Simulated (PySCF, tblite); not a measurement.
Isomers of C5H8N (doublet state), one GFN2-xTB conformer each. Single-point energies are computed at B3LYP/pcH-1 (PySCF, gas phase, no added dispersion term), electronic only. GFN2-xTB treats the open shell by occupation alone, and not every SCF solution was tested for stability.

| SMILES | GFN2-xTB relative energy (kJ/mol) |
| --- | --- |
| C[CH]C1=NCC1 | 78.7 |
| [CH2]C1=NCCC1 | 0.0 |
| CCN1[CH]C=C1 | 147.7 |
| [CH2]N1CC=CC1 | 74.8 |
| C[CH]N1C=CC1 | 121.3 |
| CC1=NC[CH]C1 | 39.8 |

Conformers: `[CH3:1][CH:2][C:3]1=[N:4][CH2:5][CH2:6]1` (doublet state) with C1–C2–C3–N4 0°; `[CH2:1][C:2]1=[N:3][CH2:4][CH2:5][CH2:6]1` (doublet state) with H–C1–C2–N3 -1° and 180°, C2–N3–C4–C5 -9°, N3–C4–C5–C6 15°, C4–C5–C6–C2 -14°, C1–C2–C6–C5 -170°; `[CH3:1][CH2:2][N:3]1[CH:4][CH:5]=[CH:6]1` (doublet state) with C1–C2–N3–C4 -56°; `[CH2:1][N:2]1[CH2:3][CH:4]=[CH:5][CH2:6]1` (doublet state) with H–C1–N2–C3 -178° and -34°; `[CH3:1][CH:2][N:3]1[CH:4]=[CH:5][CH2:6]1` (doublet state) with C1–C2–N3–C4 -5°.

What does B3LYP/pcH-1 give for the same structures?

| SMILES | B3LYP/pcH-1 E (Eh) | B3LYP/pcH-1 (kJ/mol) | GFN2-xTB (kJ/mol) | point group |
| --- | --- | --- | --- | --- |
| [CH2]C1=NCCC1 | -250.06025 | 0.0 | 0.0 | C1 |
| CC1=NC[CH]C1 | -250.05009 | 26.7 | 39.8 | Cs |
| C[CH]C1=NCC1 | -250.03172 | 74.9 | 78.7 | Cs |
| [CH2]N1CC=CC1 | -250.02835 | 83.8 | 74.8 | Cs |
| C[CH]N1C=CC1 | -249.99596 | 168.8 | 121.3 | – |
| CCN1[CH]C=C1 | -249.99192 | 179.4 | 147.7 | Cs |

Both levels put the same isomer lowest; measured from each level's own lowest isomer, the values differ by up to 47.5 kJ/mol (C[CH]N1C=CC1: 121.3 against 168.8). As drawn, the highest has a four-membered ring, which the lowest lacks. Neighbours under 21 kJ/mol apart (C[CH]C1=NCC1 and [CH2]N1CC=CC1; C[CH]N1C=CC1 and CCN1[CH]C=C1) can change places with a better method, another conformer or zero-point energy.

What happens when harmonic zero-point energies from GFN2-xTB frequencies are added?

```json
{"SMILES": "[CH2]C1=NCCC1", "ZPE (kJ/mol)": "307.5", "electronic (kJ/mol)": "0.0", "with ZPE (kJ/mol)": "0.0"}
{"SMILES": "CC1=NC[CH]C1", "ZPE (kJ/mol)": "301.1", "electronic (kJ/mol)": "26.7", "with ZPE (kJ/mol)": "20.3"}
{"SMILES": "C[CH]C1=NCC1", "ZPE (kJ/mol)": "303.6", "electronic (kJ/mol)": "74.9", "with ZPE (kJ/mol)": "71.1"}
{"SMILES": "[CH2]N1CC=CC1", "ZPE (kJ/mol)": "302.6", "electronic (kJ/mol)": "83.8", "with ZPE (kJ/mol)": "78.9"}
{"SMILES": "C[CH]N1C=CC1", "ZPE (kJ/mol)": "299.5", "electronic (kJ/mol)": "168.8", "with ZPE (kJ/mol)": "160.8"}
{"SMILES": "CCN1[CH]C=C1", "ZPE (kJ/mol)": "296.8", "electronic (kJ/mol)": "179.4", "with ZPE (kJ/mol)": "168.8"}
```

The zero-point energies span 10.7 kJ/mol. The order is unchanged.
